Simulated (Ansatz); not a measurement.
# SiH₄ (singlet): the correlation ladder, cc-pV(D+d)Z

An exercise on one series of results from a longer session: the logs are not shown, and one member is left open.

The runs use Ansatz 0.2.0, Gaussian basis; cc-pV(D+d)Z, core rule «outside noble gas», up to 5 orbitals frozen.

Plan: UHF; CCSD(T) on RHF; BCCD(T) on RHF; CISD; CCSDT(Q) on RHF; CISDTQ; CCSDTQ on RHF; CASSCF and MRCISD+Q, 8 electrons in 8 orbitals; CASSCF and NEVPT2, 8 electrons in 8 orbitals.

9 further runs of the same task are left out: 9 set aside as unsound or not needed.

## The geometry

The geometry is an MP2(full)/6-31G* stationary point (not a proven minimum).

5 atoms, charge 0, spin multiplicity 1.

Atoms are counted from 1 here; the program's logs count them from 0.

Bond lengths: Si1–H2 1.483 Å, Si1–H3 1.483 Å, Si1–H4 1.483 Å, Si1–H5 1.483 Å. Angles: H2–Si1–H3 109.5°, H2–Si1–H4 109.5°, H2–Si1–H5 109.5°, H3–Si1–H4 109.5°, H3–Si1–H5 109.5°, H4–Si1–H5 109.5°.

The first run:

in.yaml reads:

```yaml
crystal:
  periodic: [false, false, false]
  atoms:
    - {symbol: Si, position_ang: [0.000000, 0.000000, 0.000000]}
    - {symbol: H, position_ang: [0.856135, 0.856135, 0.856135]}
    - {symbol: H, position_ang: [-0.856135, -0.856135, 0.856135]}
    - {symbol: H, position_ang: [-0.856135, 0.856135, -0.856135]}
    - {symbol: H, position_ang: [0.856135, -0.856135, -0.856135]}
basis:
  gaussian: {orbitals: "cc-pV(D+d)Z.json"}
magnetization: {spin_polarized: true, initial_magnetization: 0}
hamiltonian: {xc: hf}
output: {orbitals: {seedname: orbitals}}
```

Run with:

```
> ansatz run in.yaml --threads 1 --pin off --events-out ev --progress --plain --max-ram 8192MiB --backend cpu
```

Among the steps run: UHF; CCSD(T) on RHF; BCCD(T) on RHF; CISD; CCSDT(Q) on RHF; CISDTQ; CCSDTQ on RHF; CASSCF and MRCISD+Q, 8 electrons in 8 orbitals; CASSCF and NEVPT2, 8 electrons in 8 orbitals.

One table of the session follows, with a row left open; its other results are not shown here.

It belongs to the step «Misses and costs». 

```
          method  from RCCSDTQ (kJ/mol)
             RHF                 +395.1
            RMP2                  +90.0
            CISD                  +26.7
           RCCSD                   +8.2
        RCCSD(T)                   +1.8
         BCCD(T)                   +1.7
          RCCSDT                      ?
          CISDTQ                   +0.8
       RCCSDT(Q)                    0.0
         RCCSDTQ                      0
  CASSCF valence                 +250.7
  NEVPT2 valence                  +84.4
  MRCISD valence                  +12.3
MRCISD+Q valence                   +1.1
```

Q: Estimate the row for RCCSDT from the others.

The run gave: from RCCSDTQ (kJ/mol): +0.2. In the column «from RCCSDTQ (kJ/mol)» it lies between RCCSDTQ (0) and CISDTQ (+0.8).
